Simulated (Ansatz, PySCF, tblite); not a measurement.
## How well does each level of theory give the cohesive energy of diamond-structure Ge?

Reference value: 3.92 eV/atom (measured, zero-point vibration energy added, our sources range from 3.86 to 3.92; as tabulated in Sun et al. (2011), doi:10.1103/physrevb.84.035117).

Task: What do GFN2-xTB, LDA, PBE, PBEsol-D3(BJ), r²SCAN, Hartree–Fock, MP2, CCSD give, and how far is each from the reference?

Result: 
```
level (code)            value (eV/atom)  cell (Å³/atom)  error (eV/atom)
----------------------  ---------------  --------------  ---------------
GFN2-xTB (tblite)                  4.11           23.56            +0.19
LDA (Ansatz)                       4.59           22.20            +0.67
PBE (Ansatz)                       3.73           23.90            -0.19
PBEsol-D3(BJ) (Ansatz)             4.43           22.24            +0.51
r²SCAN (Ansatz)                    3.88           22.84            -0.04
Hartree–Fock (PySCF)         2.16 ± 0.1           23.19            -1.76
MP2 (PySCF)                  4.20 ± 0.2           22.57            +0.28
CCSD (PySCF)                 3.74 ± 0.2           22.67            -0.18
```

Leaving aside GFN2-xTB (doubt noted below): Of the ranked levels r²SCAN (-0.04 eV/atom) comes nearest. Among them Hartree–Fock (-1.76 eV/atom) misses by most. Of the ranked levels only r²SCAN lands within 0.1 eV/atom.

Free atoms are spin-polarised, in the lowest state found; at levels without +SOC their spin–orbit coupling is left out.  A ± on a computed value is a rough bar: the spread of its extrapolation, a floor set from checks against published values, or a statistical error. GFN2-xTB: the free atoms are run in the same model without spin. GFN2-xTB: the method was fitted mainly to molecules. GFN2-xTB: the run uses a supercell at the zone centre in place of a k mesh. Each level is taken at its own relaxed cell. Cutoffs differ between the levels. Ansatz's density-functional and Hartree–Fock values are scalar-relativistic unless marked +SOC, with PAW data made under PBE.

Differences are worked out from the printed values.

Ansatz is a quantum-chemistry and plane-wave program.
